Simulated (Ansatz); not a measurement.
## C3H4FN, SMILES C=NC(=C)F: vertical spin-state energies, step by step

With the Python package of Ansatz (0.2.0).

Notebook, run cell by cell (the value of a cell's last expression is shown):

In [1]:
```python
import ansatz as az
from ase import Atoms
```

In [2]:
```python
atoms = Atoms(['C', 'N', 'C', 'C', 'F', 'H', 'H', 'H', 'H'], positions=[
    [0.3665, 1.5372, -0.6828],
    [-0.1993, 0.838, 0.2252],
    [-0.0552, -0.5017, 0.0548],
    [-0.4285, -1.3726, 0.9438],
    [0.6542, -0.9858, -1.0191],
    [0.2115, 2.6924, -0.6249],
    [0.8979, 1.2071, -1.5691],
    [-1.0114, -1.0334, 1.8142],
    [-0.3472, -2.4276, 0.8409],
])
system = az.Crystal.molecule_from_ase(atoms)
```

In [3]:
```python
base = (
    system.calculation()
    .basis(gaussian='6-31G*')
    .functional('pbe0')
)
found = {}
for unpaired in [0, 2]:
    report = base.spin('collinear', total=unpaired).run().report
    s = unpaired / 2
    found[unpaired] = report['free_energy_ev']
    print(f'2S+1 = {unpaired + 1}: E = {found[unpaired]:.5f} eV, <S^2> = {abs(report["mean_field"]["state"]["spin_squared"]):.3f} (pure state {s * (s + 1):.2f})')
lowest = min(found, key=found.get)
for unpaired, e in found.items():
    print(f'multiplicity {unpaired + 1}: {96.485332 * (e - found[lowest]):.1f} kJ/mol above the lowest')
```
```text
2S+1 = 1: E = -7373.06048 eV, <S^2> = 0.000 (pure state 0.00)
2S+1 = 3: E = -7369.77499 eV, <S^2> = 2.008 (pure state 2.00)
multiplicity 1: 0.0 kJ/mol above the lowest
multiplicity 3: 317.0 kJ/mol above the lowest
```

In order: multiplicity 1 (+0.00 eV) and multiplicity 3 (+3.29 eV), all at the one geometry.

Reading the output:
- Total energies depend on the basis set; only differences at equal settings carry meaning.
- The geometry is a force-field or estimated start, not a minimum of this method, and the basis set is short of its limit. All parts are taken at fixed geometry, without zero-point energy.
- Wall time of the script: 8.5 s on 1 thread of Arm Neoverse V2, on a shared host, peak memory 0.27 GiB.

(Lines on the test bed's own set-up are left out of the output.)
